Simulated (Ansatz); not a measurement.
PBE exchange is replaced step by step with exact exchange (0 % is PBE, 25 % PBE0; no dispersion term), basis def2-TZVP, Ansatz. System: the cluster Mg₃H₄ (the lowest singlet isomer of a short search). Total charge 0; singlet. Geometry: r2SCAN-D4/def2-TZVP, each spin state at its own.

The relaxed triplet has other bonds than the singlet, so its gap is one between isomers. The relaxed quintet has other bonds than the singlet, so its gap is one between isomers.

Geometry of the singlet:

```xyz
7

Mg    0.606    1.022    0.821
Mg   -0.637   -2.055    1.575
Mg   -0.395   -0.329   -1.350
H     1.187    1.722    2.267
H    -0.997    0.980   -0.151
H    -1.051   -1.296   -2.596
H     1.287   -0.044   -0.566
```

In the quintet, H4 and H7 lie 0.77 Å apart (atoms count from 1), so H2 has formed as a molecule. The structure comes from a short search, and lower isomers may exist.

```tsv
exact exchange (%)	HOMO (eV)	LUMO (eV)	gap (eV)	triplet − singlet (kJ/mol)	quintet − singlet (kJ/mol)
0	-5.57	-2.70	2.87	59.6	307.6
5	-5.72	-2.58	3.14	57.9	308.3
10	-5.87	-2.46	3.41	56.3	308.9
15	-6.02	-2.34	3.67	54.6	309.4
25	-6.31	-2.11	4.20	51.0	310.5
50	-7.05	-1.52	5.53	41.2	312.7
```

(1) Fit a straight line to the column «quintet − singlet (kJ/mol)» against the share of exact exchange and predict its value at 35 %.

## Answers

(1) With x = exact exchange (%) and y = quintet − singlet (kJ/mol): mean x = 17.5, mean y = 309.6; Σ(x − x̄)(y − ȳ) = 164.5, Σ(x − x̄)² = 1638; slope b = 0.1004, intercept a = ȳ − b·x̄ = 307.8. The residuals of the fitted rows reach 0.2. At x = 35 the line gives 307.8 + (0.1004 × 35) = 311.3; the run gave 311.4, 0.1 more than the line.
